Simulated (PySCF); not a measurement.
Gas-phase reaction: AlH₃ + 2 AlF₃ ⇌ 3 AlF₂ + 3 H

Method: PySCF energies plus ideal-gas RRHO corrections (1 bar). † marks an energy on the PBE0/def2-TZVP geometry and frequencies. CCSD(T) freezes the core. Open shells (unrestricted): AlF₂ (multiplicity 2), H (multiplicity 2); the rest are closed-shell singlets. B3LYP is the form with VWN-RPA correlation. AlH₃: computed as isolated molecules; such fragments, hydroxides, amides, oligomers or adducts are transient or little studied in the gas. CCSD(T) isn't extrapolated to the basis-set limit; its ΔH°(298 K) is 1021.7 kJ in def2-SVP and 1033.7 kJ in def2-TZVPP. The harmonic model lacks anharmonicity and excited electronic states, which grow with temperature; levels with a mode under 35 cm⁻¹ are left out.

```csv
level,"ΔE electronic, kJ","ΔH°(298 K), kJ","ΔS°(298 K), J/K","ΔG°(1800 K), kJ"
B3LYP/def2-TZVP†,1050,1010,378,302
CCSD(T)/def2-TZVPP†,1074,1034,378,326
PBE0/def2-QZVP†,1009,969,378,261
PBE0/def2-SVP†,1027,986,378,278
ωB97X-V/def2-TZVP†,1080,1039,378,331
```
ΔH° is lowest at PBE0/def2-QZVP† and highest at ωB97X-V/def2-TZVP†. No reference value is set beside these.
